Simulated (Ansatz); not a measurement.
# BSiH₂ (doublet): wave-function methods side by side, def2-TZVPP

The task here is to estimate one member of a computed series from the others.

Method: def2-TZVPP, core rule «outside noble gas», up to 6 orbitals frozen; program: Ansatz 0.2.0, Gaussian basis.

Plan: UHF; ROHF; CCSD(T) on UHF.

2 further runs of the same task are left out: 2 set aside as unsound or not needed.

## What is computed

The geometry is a PBE0/def2-TZVP stationary point (not a proven minimum).

4 atoms, charge 0, spin multiplicity 2.

Atoms are counted from 1 here; the program's logs count them from 0.

Bond lengths: Si1–B2 1.954 Å, Si1–H3 1.501 Å, Si1–H4 1.501 Å. Angles: B2–Si1–H3 102.8°, B2–Si1–H4 102.8°, H3–Si1–H4 107.0°.

The first run:

in.yaml reads:

```yaml
crystal:
  periodic: [false, false, false]
  atoms:
    - {symbol: Si, position_ang: [-0.085001, 0.000000, 0.494288]}
    - {symbol: B, position_ang: [0.088473, -0.000001, -1.451856]}
    - {symbol: H, position_ang: [0.709774, -1.206838, 0.899706]}
    - {symbol: H, position_ang: [0.709775, 1.206839, 0.899704]}
basis:
  gaussian: {orbitals: def2-TZVPP}
magnetization: {spin_polarized: true, initial_magnetization: 1}
hamiltonian: {xc: hf}
output: {orbitals: {seedname: orbitals}}
```

Command:

```console
ansatz run in.yaml --threads 1 --pin off --events-out ev --progress --plain --max-ram 4096MiB --backend cpu
```

Steps of the session up to this table: UHF; ROHF; CCSD(T) on UHF.

One table of the session follows, with a row left open; its other results are not shown here.

| method | from UCCSD(T) (meV) |
| --- | --- |
| ROHF | +6469.5 |
| UHF | +5932.4 |
| UMP2 | ? |
| UCCSD | +301.2 |
| UCCSD(T) | 0 |

Estimate the missing values for UMP2.

The run gave: from UCCSD(T) (meV): +1654.4. In the column «from UCCSD(T) (meV)» it lies between UCCSD (+301.2) and UHF (+5932.4).

With the free atoms at the same levels and basis (separate runs), the atomisation energy is 8.728 eV at UCCSD(T), 6.357 eV at ROHF.

Caveats from the session: The determinant is far from a pure spin state, so its energy mixes those of several spin states (harmless only where they are near-degenerate, as at dissociation).
